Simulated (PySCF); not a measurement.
# NaP⁺: changing the method

Starting from one script, swap the method and compare what comes out for NaP⁺.

Method: each script names its method and basis; program: PySCF 2.14.0.

### 1 The starting structure

NaP⁺: 2 atoms, charge 1, spin multiplicity 2.

Bond lengths: Na1–P2 2.603 Å.

### 2 Base script

The input, input.py:

```python
from pyscf import gto, scf, cc

mol = gto.M(
    atom='Na 0 0 0; P 0 0 2.603',
    basis='cc-pcvdz',
    charge=1,
    spin=1,
    verbose=3,
)
mf = scf.UHF(mol)
mf.kernel()
mycc = cc.CCSD(mf, frozen=6)
mycc.kernel()
mf.dip_moment()
print('orbital energies (hartree):', [e[max(0, n-3):n+3].round(4) for e, n in zip(mf.mo_energy, mol.nelec)])
```

Launch:

```bash
$ OMP_NUM_THREADS=1 python input.py
```

### 3 MP2

Variant 1 changes step after the SCF: ccsd → mp2.

Edit input.py of step 2 so:

```diff
@@ -1,2 +1,2 @@
-from pyscf import gto, scf, cc
+from pyscf import gto, scf, mp
 
@@ -11,4 +11,3 @@
 mf.kernel()
-mycc = cc.CCSD(mf, frozen=6)
-mycc.kernel()
+mp.MP2(mf, frozen=6).kernel()
 mf.dip_moment()
```

### 4 Scan (UKS)

Variant 2 changes functional: none (Hartree–Fock) → scan; SCF type: UHF → UKS; step after the SCF: ccsd → analyze.

The input, input.py:

```python
from pyscf import gto, dft

mol = gto.M(
    atom='Na 0 0 0; P 0 0 2.603',
    basis='cc-pcvdz',
    charge=1,
    spin=1,
    verbose=3,
)
mf = dft.UKS(mol, xc='scan')
mf.kernel()
mf.analyze()
print('orbital energies (hartree):', [e[max(0, n-3):n+3].round(4) for e, n in zip(mf.mo_energy, mol.nelec)])
```

### 5 SCF alone

Variant 3 changes step after the SCF: ccsd → none.

Edit input.py of step 2 so:

```diff
@@ -1,2 +1,2 @@
-from pyscf import gto, scf, cc
+from pyscf import gto, scf
 
@@ -11,4 +11,2 @@
 mf.kernel()
-mycc = cc.CCSD(mf, frozen=6)
-mycc.kernel()
 mf.dip_moment()
```

### 6 CCSD(T)

Variant 4 changes step after the SCF: ccsd → ccsd(t).

Edit input.py of step 2 so:

```diff
@@ -13,2 +13,3 @@
 mycc.kernel()
+mycc.ccsd_t()
 mf.dip_moment()
```

Before running it: what results should come out? Wanted: for each run, E(SCF); from base; gap, α spin; after the SCF.

**Answer**, as computed:

```csv
run,E(SCF) (hartree),from base (eV),"gap, α spin (eV)",after the SCF
base,-502.309705,0,8.48,"CCSD correlation -7.748 eV, core frozen"
MP2,-502.309705,0.0000,8.48,"MP2 correlation -6.933 eV, core frozen"
scan (UKS),-503.343474,not comparable,1.66,n/a
SCF alone,-502.309705,0.0000,8.48,n/a
CCSD(T),-502.309705,0.0000,8.48,"CCSD(T) correlation -7.835 eV, core frozen"
```

What this shows: On the same reference and core, CCSD(T) gains 7.83 eV in 15 s; CCSD reaches 99 % of that in 10 s, MP2 reaches 88 % of that in 1.8 s. A lower total energy from another functional means nothing by itself.
